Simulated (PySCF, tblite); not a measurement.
**C₂H₇Si radical, a cluster model of a defect (C site with back bonds [SiH3], C, [H]): EPR parameters**

Aim: the EPR parameters of `C[CH][SiH3]`. It is drawn as: dangling bond.

Programs: tblite 0.8.0 and PySCF 2.14.0. All values are calculated, for the isolated system unless a continuum is named. Atoms count from 0, parts from 1.

### Step 1. Starting point

10 atoms, charge 0, multiplicity 2; geometry: distance geometry start.

### Step 2. Geometry optimisation with GFN2-xTB

Job settings and geometry (Å):

```
{"job": {"kind": "relax", "xc": "GFN2-xTB", "basis": "xTB"}, "charge": 0, "multiplicity": 2}
C     -0.680671    -0.257491     0.561519
Si    -0.879563     0.953689     1.951436
C     -0.324159     0.312380    -0.739079
H     -1.373154    -1.027233     0.566805
H      0.286775     0.896012     2.816614
H     -0.958446     2.285551     1.389550
H     -2.048842     0.663619     2.675457
H     -1.095293     0.934091    -1.075314
H     -0.197145    -0.455375    -1.413712
H      0.568787     0.851958    -0.641510
```

With the program's defaults for keys left out, this is: GFN2-xTB geometry optimisation, gas phase.

On the command line:

```bash
OMP_NUM_THREADS=1 python cluster_run.py task.json out
```

The driver reads the jobs from task.json and runs them one after another.

Standard output:

```text
step      E/eV     max force
  0    -257.96126    2.471
  1    -258.16044    1.059
  2    -258.21902    0.609
  3    -258.25230    0.499
  4    -258.27248    0.447
  5    -258.28878    0.312
  6    -258.30029    0.288
  7    -258.31037    0.380
  8    -258.32127    0.398
  9    -258.33302    0.301
 10    -258.34324    0.316
 11    -258.35009    0.201
 12    -258.35445    0.152
 13    -258.35710    0.117
 14    -258.35883    0.114
 15    -258.36041    0.120
 16    -258.36193    0.120
 17    -258.36332    0.107
 18    -258.36446    0.083
 19    -258.36535    0.069
 20    -258.36616    0.080
 21    -258.36700    0.100
 22    -258.36766    0.084
 23    -258.36800    0.041
 24    -258.36818    0.040
 25    -258.36833    0.040
 26    -258.36856    0.055
 27    -258.36888    0.056
 28    -258.36921    0.056
 29    -258.36942    0.037
 30    -258.36954    0.030
 31    -258.36968    0.034
 32    -258.36989    0.050
 33    -258.37014    0.055
 34    -258.37037    0.051
 35    -258.37059    0.052
 36    -258.37089    0.059
 37    -258.37134    0.074
 38    -258.37185    0.072
 39    -258.37224    0.055
 40    -258.37255    0.063
 41    -258.37308    0.086
 42    -258.37390    0.125
 43    -258.37495    0.123
 44    -258.37592    0.089
 45    -258.37670    0.082
 46    -258.37748    0.091
 47    -258.37854    0.081
 48    -258.38053    0.173
 49    -258.37920    0.253
 50    -258.38310    0.102
 51    -258.38461    0.183
 52    -258.38856    0.113
 53    -258.39042    0.095
 54    -258.39257    0.143
 55    -258.39361    0.119
 56    -258.39501    0.106
 57    -258.39640    0.118
 58    -258.39781    0.085
 59    -258.39876    0.088
 60    -258.39941    0.074
 61    -258.39973    0.049
 62    -258.40001    0.049
 63    -258.40027    0.043
 64    -258.40063    0.032
 65    -258.40071    0.033
 66    -258.40079    0.025
 67    -258.40085    0.026
 68    -258.40095    0.027
 69    -258.40103    0.021
 70    -258.40107    0.010
 71    -258.40108    0.006
```

Run time: 1.2 s. Hardware: 1 thread of Arm Neoverse N1, shared host.

The steps of the relaxation:

```
step  energy from step 0 (eV)  largest force (eV/Å)
   0                   0.0000                2.4708
   3                  -0.2910                0.4992
   6                  -0.3390                0.2884
   9                  -0.3718                0.3005
  12                  -0.3932                0.1521
  15                  -0.3992                0.1205
  18                  -0.4032                0.0823
  21                  -0.4057                0.0999
  24                  -0.4069                0.0394
  27                  -0.4076                0.0565
  30                  -0.4083                0.0304
  33                  -0.4089                0.0555
  36                  -0.4096                0.0596
  39                  -0.4110                0.0549
  42                  -0.4126                0.1250
  45                  -0.4154                0.0815
  48                  -0.4193                0.1731
  51                  -0.4234                0.1827
  54                  -0.4313                0.1424
  57                  -0.4351                0.1178
  60                  -0.4382                0.0737
  63                  -0.4390                0.0426
  66                  -0.4395                0.0252
  69                  -0.4398                0.0210
  71                  -0.4398                0.0058
```

Close pairs (by a distance rule), those that changed most:

```
  bond  before (Å)  after (Å)  change (Å)
 C2–H8       1.030      1.095      +0.065
Si1–H6       1.406      1.463      +0.057
 C2–H7       1.046      1.095      +0.049
 C0–H3       1.035      1.081      +0.045
 C2–H9       1.048      1.087      +0.039
Si1–H5       1.448      1.471      +0.023
Si1–H4       1.453      1.471      +0.018
 C0–C2       1.464      1.478      +0.014
```

### Step 3. Geometry optimisation at PBE0-D3(BJ)/def2-SVP

Job settings and geometry (Å):

```
{"job": {"xc": "PBE0", "basis": "def2-SVP", "d3": "d3bj", "grid": 2, "kind": "geom", "shake": 0.01}, "charge": 0, "multiplicity": 2}
C     -0.379515    -0.522301    -0.151994
Si    -0.205510     0.452473     1.410288
C      0.365163    -0.248372    -1.391517
H     -1.086526    -1.297280    -0.235073
H      1.153074     0.284847     1.949053
H     -0.395773     1.899852     1.168375
H     -1.176385    -0.025551     2.380540
H     -0.258548    -0.000722    -2.228331
H      0.937889    -1.136718    -1.660473
H      1.087684     0.568189    -1.239394
```

Standard output:

```text
step   0  E = -369.47873965  max force = 0.025628
step   1  E = -369.48308805  max force = 0.002633
step   2  E = -369.48313830  max force = 0.000648
step   3  E = -369.48314426  max force = 0.000353
optimisation converged
```

Wall time 33 s (1 thread of Arm Neoverse N1, shared host); peak memory 0.44 GiB.

Step by step:

```
step  energy from step 0 (eV)  largest force component (eV/Å)
   0                   0.0000                          1.3178
   1                  -0.1183                          0.1354
   2                  -0.1197                          0.0333
   3                  -0.1199                          0.0182
```

Distances of close pairs at the start and the end, largest changes first:

```
  bond  before (Å)  after (Å)  change (Å)
 C0–H3       1.052      1.097      +0.045
Si1–H6       1.453      1.494      +0.041
 C2–H7       1.073      1.106      +0.033
Si1–H4       1.471      1.501      +0.030
Si1–H5       1.480      1.500      +0.020
 C0–C2       1.472      1.489      +0.018
 C2–H8       1.091      1.106      +0.016
C0–Si1       1.850      1.852      +0.003
```

The next job starts from the end point, and lists it.

```
                         at the end point                 value
rotational constants (GHz, main isotopes)  29.710, 4.661, 4.338
                        dipole moment (D)                  1.10
                                     ⟨S²⟩                 0.755
```

### Step 4. EPR parameters: B3LYP/IGLO-III+pcH-1

Job settings and geometry (Å):

```
{"job": {"kind": "epr"}, "charge": 0, "multiplicity": 2}
C     -0.402386    -0.497770    -0.168255
Si    -0.213950     0.425315     1.426581
C      0.399456    -0.238961    -1.396311
H     -1.138545    -1.308621    -0.235702
H      1.163361     0.252153     1.996793
H     -0.406242     1.898747     1.221297
H     -1.209921    -0.057405     2.430550
H     -0.249085     0.002075    -2.258786
H      0.976468    -1.133724    -1.696701
H      1.114502     0.590260    -1.279236
```

Method: UKS B3LYP, IGLO-III on C Si, pcH-1 on H, non-relativistic, mean-field spin-orbit, GIAO.

Standard output:

```text
UKS, coarse grid
  cycle   1  E = -369.89517305  |g| = 2.30e-01
  cycle   2  E = -369.88627151  |g| = 2.57e-01
  cycle   3  E = -369.92103445  |g| = 3.24e-02
  cycle   4  E = -369.92160379  |g| = 1.03e-02
  cycle   5  E = -369.92165431  |g| = 5.07e-03
  cycle   6  E = -369.92166781  |g| = 9.75e-04
  cycle   7  E = -369.92166881  |g| = 2.23e-04
UKS, final grid
  cycle   1  E = -369.92165903  |g| = 1.35e-04
  cycle   2  E = -369.92165904  |g| = 1.12e-04
  cycle   3  E = -369.92165905  |g| = 2.73e-05
E = -369.92165905 Eh   <S^2> = 0.7540 (exact 0.7500)
g shifts (ppm)      1          2          3
  rmc          -124       -124       -124
  gc              5         26         29
  oz_so          -2        575        726
  total        -120        477        631
hyperfine (MHz)  atom isotope    a_iso     a_fc   dipolar eigenvalues
    0   13C      76.52      76.67    -73.27    -72.41    145.69
    1  29Si      52.80      52.89     -2.06     -0.22      2.28
    2   13C     -29.73     -29.74     -2.91      1.27      1.64
    3    1H     -56.22     -56.23    -34.90     -0.87     35.77
    4    1H      72.72      72.72     -3.16     -1.95      5.11
    5    1H      63.73      63.73     -3.13     -2.07      5.21
    6    1H      -2.09      -2.09     -3.20     -2.62      5.82
    7    1H     110.69     110.69     -5.01     -3.30      8.31
    8    1H     115.61     115.61     -5.05     -3.19      8.23
    9    1H       1.94       1.94     -4.21     -3.46      7.67
```

It took 32 s on 1 thread of Arm Neoverse N1, shared host; peak memory 0.54 GiB.

Principal g values 2.00220, 2.00280, 2.00295; g(iso) = 2.00265, against 2.00232 for a free electron.

Hyperfine couplings, nucleus by nucleus at this fixed geometry (no averaging over rotations):

```
nuclei  isotope  a(iso) (MHz)  a(iso) (G, at g = 2.0023)  largest dipolar term (MHz)
    H8       1H         115.6                       41.3                         8.2
    H7       1H         110.7                       39.5                         8.3
    C0      13C          76.5                       27.3                       145.7
    H4       1H          72.7                       25.9                         5.1
    H5       1H          63.7                       22.7                         5.2
    H3       1H         -56.2                      -20.1                        35.8
   Si1     29Si          52.8                       18.8                         2.3
    C2      13C         -29.7                      -10.6                        -2.9
    H6       1H          -2.1                       -0.7                         5.8
    H9       1H           1.9                        0.7                         7.7
```

Mulliken spin populations:

```
atom  value (e)
  C0       0.99
 Si1      -0.02
  C2      -0.09
  H3      -0.05
  H4       0.04
  H5       0.03
  H6       0.00
  H7       0.05
  H8       0.05
  H9       0.00
```

In first order the couplings over 0.8 MHz of 1H give 126 distinct lines over 150.9 G.

### Step 5. EPR parameters: BHandHLYP/IGLO-III+pcH-1

The job, as its differences from that of step 4:

```diff
@@ -1,2 +1,2 @@
-{"job": {"kind": "epr"}, "charge": 0, "multiplicity": 2}
+{"job": {"kind": "epr", "xc": "BHandHLYP"}, "charge": 0, "multiplicity": 2}
 C     -0.402386    -0.497770    -0.168255
```

Method: UKS BHandHLYP, IGLO-III on C Si, pcH-1 on H, non-relativistic, mean-field spin-orbit, GIAO.

Standard output:

```text
UKS, coarse grid
  cycle   1  E = -369.81860983  |g| = 1.64e-01
  cycle   2  E = -369.83356400  |g| = 8.62e-02
  cycle   3  E = -369.83718980  |g| = 3.25e-02
  cycle   4  E = -369.83790608  |g| = 6.17e-03
  cycle   5  E = -369.83794619  |g| = 2.42e-03
  cycle   6  E = -369.83795449  |g| = 1.00e-03
  cycle   7  E = -369.83795508  |g| = 3.67e-04
UKS, final grid
  cycle   1  E = -369.83795002  |g| = 2.49e-04
  cycle   2  E = -369.83795005  |g| = 1.97e-04
  cycle   3  E = -369.83795007  |g| = 5.06e-05
  cycle   4  E = -369.83795007  |g| = 6.22e-06
E = -369.83795007 Eh   <S^2> = 0.7558 (exact 0.7500)
g shifts (ppm)      1          2          3
  rmc          -123       -123       -123
  gc              5         26         29
  oz_so           6        533        695
  total        -112        437        601
hyperfine (MHz)  atom isotope    a_iso     a_fc   dipolar eigenvalues
    0   13C     101.04     101.20    -73.54    -72.58    146.13
    1  29Si      63.91      64.03     -2.84     -0.26      3.10
    2   13C     -36.54     -36.55     -2.26      0.46      1.80
    3    1H     -66.49     -66.50    -36.28     -0.90     37.19
    4    1H      66.91      66.91     -3.13     -2.05      5.18
    5    1H      58.54      58.54     -3.11     -2.17      5.28
    6    1H      -2.08      -2.08     -3.29     -2.64      5.93
    7    1H     108.65     108.65     -4.76     -3.50      8.26
    8    1H     113.41     113.41     -4.78     -3.39      8.17
    9    1H       3.50       3.50     -4.55     -3.35      7.89
```

Run time: 36 s. Hardware: 1 thread of Arm Neoverse N1, shared host; peak memory 0.55 GiB.

In short: g(iso) 2.00263.

### Step 6. Side by side: EPR parameters

g, ⟨S²⟩ and isotropic hyperfine couplings (MHz), with basis size and wall time:

```
                     run   g(iso)   ⟨S²⟩  1H H8  1H H7  13C C0  1H H4  1H H5  functions  time
    B3LYP/IGLO-III+pcH-1  2.00265  0.754  115.6  110.7    76.5   72.7   63.7        184  32 s
BHandHLYP/IGLO-III+pcH-1  2.00263  0.756  113.4  108.6   101.0   66.9   58.5        184  36 s
```

### Step 7. Summary of results

| quantity | value |
| --- | --- |
| rotational constants (main isotopes) | 29.71, 4.66, 4.34 GHz |
| g(iso) (B3LYP) | 2.00265 |
| ⟨S²⟩ | 0.754 (exact 0.75) |
| largest a(iso) | 1H on H8, 115.6 MHz |

Relaxing lowered the energy by 0.120 eV in 3 steps; the close pair that moved most is C0–H3, from 1.052 to 1.097 Å (PBE0/def2-SVP). No frequency check was run at this level, so the end point may be a saddle. C0 carries the largest spin population, 0.99 e. The isotropic g lies 0.3 ppt above the free-electron value. The coupling of 1H on H8 runs from 113.4 (BHandHLYP/IGLO-III+pcH-1) to 115.6 MHz (B3LYP/IGLO-III+pcH-1).
